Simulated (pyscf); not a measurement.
Single points on ωB97X-D3(BJ)/def2-SVP structures (PySCF, gas phase). MP2 and CC: frozen core, UHF for open shells. ΔMP2 is the change of the MP2 total energy from the triple- to the quadruple-zeta basis.

Q: Cl–AlH–Cl (SMILES [Cl][AlH][Cl]) -> HCl (SMILES Cl) + Al–Cl (SMILES [Al][Cl]) [singlet]
Surface: singlet. Broken: Al–Cl, Al–H. Formed: Cl–H. Give ΔE‡ and ΔE from CCSD(T)/def2-TZVPP + ΔMP2(QZVPP), relative to the reactant's lowest minimum found.

A: ΔE‡ = 72.5 kcal/mol, ΔE = +51.4 kcal/mol. Zero-point energy shifts the barrier by -2.3 kcal/mol. It is a 1,1-elimination, with an imaginary mode of 1242i cm⁻¹. One saddle was located; it need not be the lowest between these sides. The CCSD(T) − MP2 part came from Ansatz, without density fitting, on the same reference.
